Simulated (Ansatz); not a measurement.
# C₆H₆S: one species, many methods

An exercise on one series of results from a longer session: the logs are not shown, and one member is left open.

Computed with Ansatz 0.2.0, Gaussian basis. Level: functionals in def2-TZVPP, the program's frozen cores in correlated methods.

The runs, in order: LDA (SPW92), PBE-D4, revPBE-D4, BLYP-D4, r2SCAN-D4, B97M-V, PBE0-D4, B3LYP-D4, r2SCANh-D4, r2SCAN0-D4, HSE06-D4, BHLYP-D4, CAM-B3LYP-D4, LC-ωPBE, ωB97X-V, ωB97M-V, B2PLYP, PBE-QIDH; CCSD(T)/def2-SVP; CCSD(T)/def2-TZVPP; MP2/def2-QZVPP; extrapolation to the limit; RPA on PBE.

## Structure used throughout

All runs share one geometry, relaxed beforehand with PBE0-D4 in a triple-zeta def2 set.

SMILES `Sc1ccccc1`, 13 atoms, charge 0, spin multiplicity 1.

Atoms are counted from 1 here; the program's logs count them from 0.

Bond lengths: S1–C2 1.758 Å, S1–H8 1.341 Å, C2–C3 1.393 Å, C2–C7 1.392 Å, C3–C4 1.385 Å, C3–H9 1.084 Å, C4–C5 1.387 Å, C4–H10 1.084 Å, C5–C6 1.387 Å, C5–H11 1.083 Å, C6–C7 1.385 Å, C6–H12 1.084 Å, C7–H13 1.084 Å. Angles: C2–S1–H8 96.7°, S1–C2–C3 117.7°, S1–C2–C7 122.9°, C3–C2–C7 119.4°, C2–C3–C4 120.1°, C2–C3–H9 119.9°, C4–C3–H9 120.0°, C3–C4–C5 120.5°, C3–C4–H10 119.3°, C5–C4–H10 120.1°, C4–C5–C6 119.3°, C4–C5–H11 120.4°, C6–C5–H11 120.3°, C5–C6–C7 120.6°, C5–C6–H12 120.1°, C7–C6–H12 119.3°, C2–C7–C6 120.0°, C2–C7–H13 120.1° and more.

Set-up of the first run:

Contents of in.yaml:

```yaml
crystal:
  periodic: [false, false, false]
  atoms:
    - {symbol: S, position_ang: [-0.068250, -2.195037, 1.812519]}
    - {symbol: C, position_ang: [-0.001125, -0.836491, 0.698036]}
    - {symbol: C, position_ang: [1.218092, -0.179311, 0.551059]}
    - {symbol: C, position_ang: [1.326843, 0.897164, -0.312873]}
    - {symbol: C, position_ang: [0.227952, 1.331807, -1.039187]}
    - {symbol: C, position_ang: [-0.985201, 0.676654, -0.892063]}
    - {symbol: C, position_ang: [-1.104399, -0.401217, -0.029926]}
    - {symbol: H, position_ang: [-1.362253, -2.490837, 1.622140]}
    - {symbol: H, position_ang: [2.082421, -0.512663, 1.114667]}
    - {symbol: H, position_ang: [2.281701, 1.399577, -0.417744]}
    - {symbol: H, position_ang: [0.316423, 2.174221, -1.714467]}
    - {symbol: H, position_ang: [-1.852666, 1.005238, -1.453249]}
    - {symbol: H, position_ang: [-2.059139, -0.903905, 0.075688]}
basis:
  gaussian: {orbitals: def2-TZVPP}
hamiltonian: {xc: lda}
output: {orbitals: {seedname: orbitals}}
```

Run with:

```
$ ansatz run in.yaml --threads 2 --pin off --events-out ev --progress --plain --max-ram 22528MiB --backend cuda --devices 0, --max-vram 18GiB
```

Among the steps run: LDA; PBE-D4 (GGA); revPBE-D4 (GGA); BLYP-D4 (GGA); r2SCAN-D4 (meta-GGA); B97M-V (meta-GGA); PBE0-D4 (hybrid); B3LYP-D4 (hybrid); r2SCANh-D4 (hybrid); r2SCAN0-D4 (hybrid); HSE06-D4 (hybrid); BHLYP-D4 (hybrid); CAM-B3LYP-D4 (range-separated); LC-ωPBE (range-separated); ωB97X-V (range-separated); ωB97M-V (range-separated); B2PLYP (double hybrid); PBE-QIDH (double hybrid).

One of the session's tables, all rows but one given; the rest of the session is left out.

It belongs to the step «Orbital energies across the functionals». 

| functional | HOMO (eV) | gap (eV) |
| --- | --- | --- |
| LDA (SPW92) | -5.52 | 3.98 |
| PBE-D4 | -5.35 | 4.06 |
| revPBE-D4 | -5.29 | 4.09 |
| BLYP-D4 | -5.17 | 4.04 |
| r2SCAN-D4 | -5.54 | 4.41 |
| B97M-V | -5.55 | 4.50 |
| PBE0-D4 | -6.35 | 5.95 |
| B3LYP-D4 | -6.14 | 5.55 |
| r2SCANh-D4 | ? | ? |
| r2SCAN0-D4 | -6.47 | 6.17 |
| HSE06-D4 | -5.96 | 5.19 |
| BHLYP-D4 | -7.17 | 7.81 |
| CAM-B3LYP-D4 | -7.54 | 8.22 |
| LC-ωPBE | -8.82 | 10.53 |
| ωB97X-V | -8.48 | 10.17 |
| ωB97M-V | -8.37 | 9.98 |

**Question.** Estimate the row for r2SCANh-D4.

Worked estimate for «HOMO (eV)». Against the share of exact exchange, r2SCAN-D4 (0, -5.54), r2SCAN0-D4 (0.25, -6.47) give a slope of -3.72 per unit share; at 0.1 the line stands at -5.91.

**Answer.** HOMO (eV): -5.91; gap (eV): 5.11. In «HOMO (eV)» the line misses by 0.00.
